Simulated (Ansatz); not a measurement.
**One shape, several levels: C4H6O2 (methyl acrylate)**

We compute a comparison of 6 runs (HF/cc-pVDZ, B3LYP/6-31G*, PBE0/def2-SVP, MP2/def2-SVP, CCSDT(Q)/MINI) of C4H6O2 (methyl acrylate). 

Program for the calculation: Ansatz 0.2.0.

5 further runs of the same task are left out: 2 for a known fault of the program, 1 that didn't finish, 2 set aside as unsound or not needed.

## (1) The system as given

C4H6O2: 12 atoms, total charge 0, spin state singlet. As SMILES, `C=CC(=O)OC`. The shape is that of a PBE0-D4/def2-TZVP optimisation. This is one conformer, not always the lowest.

Bond lengths: C1–C2 1.325 Å, C2–C3 1.478 Å, C3–O4 1.203 Å, C3–O5 1.341 Å, O5–C6 1.423 Å, C1–H7 1.084 Å, C1–H8 1.083 Å, C2–H9 1.084 Å, C6–H10 1.091 Å, C6–H11 1.088 Å, C6–H12 1.091 Å. Some angles: C1–C2–C3 120.5°, C2–C3–O4 125.8°, C2–C3–O5 110.7°, O4–C3–O5 123.5°, C3–O5–C6 115.1°, C1–C2–H9 122.5°, C3–C2–H9 117.0°, C2–C1–H7 120.1°, C2–C1–H8 121.6°, O5–C6–H10 110.6°.

## (2) Energy and forces at HF/cc-pVDZ (run 1)

molecule.yaml reads:

```yaml
crystal:
  periodic: [false, false, false]
  atoms:
    - symbol: C
      position_ang: [-2.188400, 1.173500, 0.033200]
    - symbol: C
      position_ang: [-0.898000, 1.068600, 0.317400]
    - symbol: C
      position_ang: [-0.132300, -0.126500, -0.095900]
    - symbol: O
      position_ang: [-0.573100, -1.071600, -0.696400]
    - symbol: O
      position_ang: [1.147600, -0.025700, 0.290700]
    - symbol: C
      position_ang: [1.973000, -1.129800, -0.060300]
    - symbol: H
      position_ang: [-2.692500, 0.379400, -0.506600]
    - symbol: H
      position_ang: [-2.765600, 2.041400, 0.327700]
    - symbol: H
      position_ang: [-0.356100, 1.838200, 0.854600]
    - symbol: H
      position_ang: [1.998300, -1.261200, -1.143100]
    - symbol: H
      position_ang: [2.964900, -0.893300, 0.318300]
    - symbol: H
      position_ang: [1.599100, -2.048400, 0.394500]
basis:
  gaussian:
    orbitals: cc-pVDZ
hamiltonian:
  xc: hf
accuracy: high
output: {forces: true, orbitals: {seedname: orbitals}}
```

On the command line:

```sh
ansatz run molecule.yaml --threads 1 --pin off --max-ram 2610MiB --events-out events.jsonl --progress --plain --runs-dir runs
```

Output (excerpt; [...] marks lines left out):

```text
Warning: RAYON_NUM_THREADS=1 ignored (pool sized by the plan → 1); use --threads N
Functional definition: HF
  name "HF"
[...]
2737 factors; integrals over basis functions are off by at most 1.6e-8 eV
[...]
mean field -8291.43216628 eV, -304.7045119761 hartree, gradient 8.8e-9 eV, S^2 0.000000; 0 other end points of the search recorded, 0 dependent functions left out
[...]
reference -8291.43216628 eV, -304.7045119761 hartree; 23, 23 occupied and 91, 91 virtual orbitals, 2737 factors
Total energy: -8291.43216628 eV, -304.7045119761 hartree
Atom 0 at    -2.188400     1.173500     0.033200 Å, force     0.134533    -0.094931    -0.012890 eV/Å
Atom 1 at    -0.898000     1.068600     0.317400 Å, force    -0.316287     0.245144     0.042363 eV/Å
Atom 2 at    -0.132300    -0.126500    -0.095900 Å, force     0.269688    -1.010693    -0.446778 eV/Å
Atom 3 at    -0.573100    -1.071600    -0.696400 Å, force     0.578408     1.214604     0.774578 eV/Å
Atom 4 at     1.147600    -0.025700     0.290700 Å, force    -0.692381    -0.496527    -0.436766 eV/Å
Atom 5 at     1.973000    -1.129800    -0.060300 Å, force     0.023315     0.047259     0.031121 eV/Å
Atom 6 at    -2.692500     0.379400    -0.506600 Å, force     0.012366     0.086060     0.047084 eV/Å
Atom 7 at    -2.765600     2.041400     0.327700 Å, force     0.023053    -0.033882    -0.011292 eV/Å
Atom 8 at    -0.356100     1.838200     0.854600 Å, force    -0.039093    -0.096286    -0.059860 eV/Å
Atom 9 at     1.998300    -1.261200    -1.143100 Å, force     0.018360     0.043609     0.113002 eV/Å
Atom 10 at     2.964900    -0.893300     0.318300 Å, force    -0.064077    -0.014933    -0.023772 eV/Å
Atom 11 at     1.599100    -2.048400     0.394500 Å, force     0.052115     0.110576    -0.016790 eV/Å
Dipole moment:     0.117794     0.262276     0.165338 e Å
```

Run time: 8.4 s. Hardware: 1 thread of Arm Neoverse V2, shared host; peak memory 0.4 GiB.

## (3) Energy and forces at B3LYP/6-31G(d) (spherical functions) (run 2)

in.yaml reads:

```yaml
basis:
  gaussian: {orbitals: 6-31G_st_-spherical.json}
crystal:
  periodic: [false, false, false]
  atoms:
    - {symbol: C, position_ang: [-2.188400, 1.173500, 0.033200]}
    - {symbol: C, position_ang: [-0.898000, 1.068600, 0.317400]}
    - {symbol: C, position_ang: [-0.132300, -0.126500, -0.095900]}
    - {symbol: O, position_ang: [-0.573100, -1.071600, -0.696400]}
    - {symbol: O, position_ang: [1.147600, -0.025700, 0.290700]}
    - {symbol: C, position_ang: [1.973000, -1.129800, -0.060300]}
    - {symbol: H, position_ang: [-2.692500, 0.379400, -0.506600]}
    - {symbol: H, position_ang: [-2.765600, 2.041400, 0.327700]}
    - {symbol: H, position_ang: [-0.356100, 1.838200, 0.854600]}
    - {symbol: H, position_ang: [1.998300, -1.261200, -1.143100]}
    - {symbol: H, position_ang: [2.964900, -0.893300, 0.318300]}
    - {symbol: H, position_ang: [1.599100, -2.048400, 0.394500]}
output: {forces: true, orbitals: {seedname: orbitals}}
accuracy: high
hamiltonian: {xc: {name: B3LYP}}
```

The basis set 6-31G* is read from a file made from the Basis Set Exchange's data (not shown).

On the command line:

```sh
ansatz run in.yaml --threads 1 --pin off --max-ram 2610MiB --events-out events.jsonl --progress --plain --runs-dir runs
```

Output (excerpt; [...] marks lines left out):

```text
Warning: RAYON_NUM_THREADS=1 ignored (pool sized by the plan → 1); use --threads N
Functional definition: B3LYP
  name "B3LYP"
[...]
2345 factors; integrals over basis functions are off by at most 6.3e-9 eV
[...]
mean field -8339.24458366 eV, -306.4615859066 hartree, gradient 3.0e-8 eV, S^2 0.000000; 0 other end points of the search recorded, 0 dependent functions left out
[...]
reference -8339.24461989 eV, -306.4615872379 hartree; 23, 23 occupied and 73, 73 virtual orbitals, 2345 factors
Total energy: -8339.24461989 eV, -306.4615872379 hartree
Atom 0 at    -2.188400     1.173500     0.033200 Å, force    -0.444748     0.046231    -0.092273 eV/Å
Atom 1 at    -0.898000     1.068600     0.317400 Å, force     0.349624     0.120570     0.152918 eV/Å
Atom 2 at    -0.132300    -0.126500    -0.095900 Å, force    -0.033401     0.606958     0.304156 eV/Å
Atom 3 at    -0.573100    -1.071600    -0.696400 Å, force    -0.432648    -0.866619    -0.558409 eV/Å
Atom 4 at     1.147600    -0.025700     0.290700 Å, force     0.388560     0.303641     0.257032 eV/Å
Atom 5 at     1.973000    -1.129800    -0.060300 Å, force     0.185544    -0.197258    -0.052099 eV/Å
Atom 6 at    -2.692500     0.379400    -0.506600 Å, force    -0.070040    -0.031259    -0.034693 eV/Å
Atom 7 at    -2.765600     2.041400     0.327700 Å, force    -0.088271     0.061795     0.008695 eV/Å
Atom 8 at    -0.356100     1.838200     0.854600 Å, force     0.046348     0.060934     0.043267 eV/Å
Atom 9 at     1.998300    -1.261200    -1.143100 Å, force     0.016742    -0.028441    -0.097295 eV/Å
Atom 10 at     2.964900    -0.893300     0.318300 Å, force     0.099116     0.018061     0.035468 eV/Å
Atom 11 at     1.599100    -2.048400     0.394500 Å, force    -0.016825    -0.094614     0.033233 eV/Å
Dipole moment:     0.157719     0.218578     0.153382 e Å
```

It took 13 s on 1 thread of Arm Neoverse V2, shared host; peak memory 0.35 GiB.

## (4) Energy and gradient at B3LYP/6-31G(d) (Cartesian functions) (run 3)

input.yaml reads:

```yaml
crystal:
  periodic: [false, false, false]
  atoms:
    - symbol: C
      position_ang: [-2.188400, 1.173500, 0.033200]
    - symbol: C
      position_ang: [-0.898000, 1.068600, 0.317400]
    - symbol: C
      position_ang: [-0.132300, -0.126500, -0.095900]
    - symbol: O
      position_ang: [-0.573100, -1.071600, -0.696400]
    - symbol: O
      position_ang: [1.147600, -0.025700, 0.290700]
    - symbol: C
      position_ang: [1.973000, -1.129800, -0.060300]
    - symbol: H
      position_ang: [-2.692500, 0.379400, -0.506600]
    - symbol: H
      position_ang: [-2.765600, 2.041400, 0.327700]
    - symbol: H
      position_ang: [-0.356100, 1.838200, 0.854600]
    - symbol: H
      position_ang: [1.998300, -1.261200, -1.143100]
    - symbol: H
      position_ang: [2.964900, -0.893300, 0.318300]
    - symbol: H
      position_ang: [1.599100, -2.048400, 0.394500]
basis:
  gaussian: {orbitals: "6-31G*"}
hamiltonian: {xc: {name: B3LYP}}
accuracy: high
output: {forces: true, orbitals: {seedname: orbitals}}
```

On the command line:

```sh
ansatz run input.yaml --threads 1 --pin off --max-ram 2610MiB --events-out events.jsonl --progress --plain --runs-dir runs
```

Output (excerpt; [...] marks lines left out):

```text
Warning: RAYON_NUM_THREADS=1 ignored (pool sized by the plan → 1); use --threads N
[... 2 set-up lines as earlier in the session ...]
[...]
2381 factors; integrals over basis functions are off by at most 3.5e-9 eV
[...]
mean field -8339.39395688 eV, -306.4670752710 hartree, gradient 3.8e-8 eV, S^2 0.000000; 0 other end points of the search recorded, 0 dependent functions left out
[...]
reference -8339.39399310 eV, -306.4670766022 hartree; 23, 23 occupied and 79, 79 virtual orbitals, 2381 factors
Total energy: -8339.39399310 eV, -306.4670766022 hartree
Atom 0 at    -2.188400     1.173500     0.033200 Å, force    -0.425209     0.045254    -0.087659 eV/Å
Atom 1 at    -0.898000     1.068600     0.317400 Å, force     0.335483     0.113582     0.145626 eV/Å
Atom 2 at    -0.132300    -0.126500    -0.095900 Å, force    -0.052765     0.594076     0.292471 eV/Å
Atom 3 at    -0.573100    -1.071600    -0.696400 Å, force    -0.425577    -0.849538    -0.547782 eV/Å
Atom 4 at     1.147600    -0.025700     0.290700 Å, force     0.386676     0.318377     0.264100 eV/Å
Atom 5 at     1.973000    -1.129800    -0.060300 Å, force     0.194669    -0.212486    -0.057524 eV/Å
Atom 6 at    -2.692500     0.379400    -0.506600 Å, force    -0.070119    -0.029509    -0.033815 eV/Å
Atom 7 at    -2.765600     2.041400     0.327700 Å, force    -0.087499     0.060495     0.008229 eV/Å
Atom 8 at    -0.356100     1.838200     0.854600 Å, force     0.045532     0.061491     0.043342 eV/Å
Atom 9 at     1.998300    -1.261200    -1.143100 Å, force     0.017042    -0.027503    -0.094884 eV/Å
Atom 10 at     2.964900    -0.893300     0.318300 Å, force     0.097569     0.018013     0.035043 eV/Å
Atom 11 at     1.599100    -2.048400     0.394500 Å, force    -0.015804    -0.092251     0.032852 eV/Å
Dipole moment:     0.157006     0.219515     0.153676 e Å
```

Wall time 14 s (1 thread of Arm Neoverse V2, shared host); peak memory 0.37 GiB.

Runs 4 to 5 aren't shown in full; the table further down has their settings and results.

## (5) The energy at CCSDT(Q)/MINI (run 6)

molecule.yaml: that of step 2 with these lines changed.

```diff
@@ -29,6 +29,12 @@
   gaussian:
-    orbitals: cc-pVDZ
+    orbitals: MINI.json
+    symmetry_tolerance_ang: 0.01
 hamiltonian:
-  xc: hf
-accuracy: high
-output: {forces: true, orbitals: {seedname: orbitals}}
+  pseudopotentials: {relativity: none}
+correlation:
+  method: ccsdt_q
+  electrons: all
+  diis_vectors: 12
+scf:
+  omitted_lower_state_checks: [cluster_reference]
+output: {orbitals: {seedname: orbitals}}
```

The basis set MINI is read from a file made from the Basis Set Exchange's data (not shown).

On the command line:

```sh
ansatz run molecule.yaml --threads 1 --pin off --max-ram 2610MiB --events-out events.jsonl --progress --plain --runs-dir runs
```

Output (excerpt; [...] marks lines left out):

```text
Warning: RAYON_NUM_THREADS=1 ignored (pool sized by the plan → 1); use --threads N
[... 2 set-up lines as earlier in the session ...]
[...]
754 factors; integrals over basis functions are off by at most 4.3e-8 eV
[...]
mean field -8225.08102288 eV, -302.2661524306 hartree, gradient 1.8e-6 eV, S^2 0.000000; 0 other end points of the search recorded, 0 dependent functions left out; unrestricted orbitals would lower it
reference -8225.08102288 eV, -302.2661524306 hartree; 23, 23 occupied and 13, 13 virtual orbitals, 754 factors
second order -7.91816524 eV of doubles, -0.00000000 eV of singles
cycle   1  -8.78541358 eV  change   -8.7e-1 eV  update   1.2e-1
[...]
cycle  13  -9.73390628 eV  change   -4.4e-6 eV  update   4.2e-6
perturbative correction -0.01461475 eV, -0.0005370821 hartree
Total energy: -8234.82954391 eV, -302.6244039706 hartree
Checks for a lower state left out: cluster_reference
```

Run time: 32 s. Hardware: 1 thread of Arm Neoverse V2, shared host; peak memory 0.64 GiB.

## (6) Overview of the runs

```tsv
run	level	Cartesian functions	frozen core orbitals	energy (Eh)	dipole moment (D)	HOMO energy (eV)	LUMO energy (eV)	wall time
1	HF/cc-pVDZ	no	–	-304.704512	1.59	-10.69	2.87	8.4 s
2	B3LYP/6-31G* (spherical functions)	no	–	-306.461587	1.49	-7.42	-1.11	13 s
3	B3LYP/6-31G* (Cartesian functions)	yes	–	-306.467077	1.49	-7.43	-1.12	14 s
4	PBE0/def2-SVP	no	–	-305.893529	1.46	-7.96	-1.18	15 s
5	MP2/def2-SVP	no	6	-305.340480	1.35	-10.79	2.75	19 s
6	CCSDT(Q)/MINI	no	0	-302.624404	–	-12.67	1.67	32 s
```

## (7) What came out

| quantity | value |
| --- | --- |
| run 6: total energy | -302.62440 Eh |
| run 6: HOMO energy (Hartree–Fock orbitals) | -12.67 eV |
| run 6: LUMO energy (Hartree–Fock orbitals) | 1.67 eV |
| run 6: HOMO–LUMO gap (Hartree–Fock orbitals) | 14.34 eV |
| run 6: correlation energy | -358.3 mEh |
| run 6: T1 diagnostic | 0.011 |

Over runs 1, 2, 3, 4, 5 the dipole moment (its size) runs from 1.35 D (MP2/def2-SVP) to 1.59 D (HF/cc-pVDZ). The two ends differ in method and basis. Over runs 1, 2, 3, 4 the HOMO–LUMO gap runs from 6.31 eV (B3LYP/6-31G*) to 13.56 eV (HF/cc-pVDZ). Totals of different functionals can't be ranked against each other. In runs 5, 6 the log says that unrestricted orbitals would lower the reference, so the values rest on an unstable closed-shell determinant (other closed-shell runs at this shape may share the fault). In run 6 the basis is minimal, so the values are rough. All runs together took 1.7 min, the longest 32 s.
